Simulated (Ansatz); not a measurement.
B2, triplet: reading a ladder of total energies

Geometry: that of the B2⁻, doublet, kept fixed.

```xyz
2

B     0.0000    0.0000    0.0000
B     0.0000    0.0000    1.6222
```

Basis aug-cc-pVDZ; Ansatz 0.2.0. Correlated methods freeze the noble-gas cores, which leaves 6 electrons in 44 orbitals. Prefix R: restricted or restricted open-shell reference.

Full CI is exact within this basis and frozen core; it isn't the basis-set limit.

The cluster runs stand on a determinant 0.58 eV above the lowest RHF solution, chosen by trial CCSD; the correlation energy below is counted from it.

Runs differ by some tens of microhartree through their thresholds and, for an open shell, their frozen cores, so steps under 0.03 kcal/mol mean nothing.

| level | total energy (hartree) |
| --- | --- |
| RHF determinant under the cluster runs | -49.084825 |
| RCCSD | -49.259466 |
| RCCSD(T) | -49.274050 |
| RCCSDT | -49.275828 |
| RCCSDT(Q) | -49.277267 |
| RCCSDTQ | -49.277495 |
| full CI | -49.277614 |

Question: What is the correlation energy at full CI, and what share of it do RMP2 and RCCSDT recover?

Answer: E(corr) = -49.277614 − (-49.084825) = -0.192789 hartree = -5.246 eV. RCCSD: -0.174641 / -0.192789 = 90.59 %. RCCSDT: -0.191003 / -0.192789 = 99.07 %.

Question: By how many kcal/mol does RCCSD(T) miss full CI (1 hartree = 627.509 kcal/mol), and which steps make up the rest?

Answer: -49.274050 − (-49.277614) = 0.003564 hartree = 2.24 kcal/mol. Steps: RCCSDT − RCCSD(T) = -1.12, RCCSDT(Q) − RCCSDT = -0.90, RCCSDTQ − RCCSDT(Q) = -0.14, full CI − RCCSDTQ = -0.07 kcal/mol. With more than one leading determinant such errors change with state and geometry, and needn't cancel in differences.
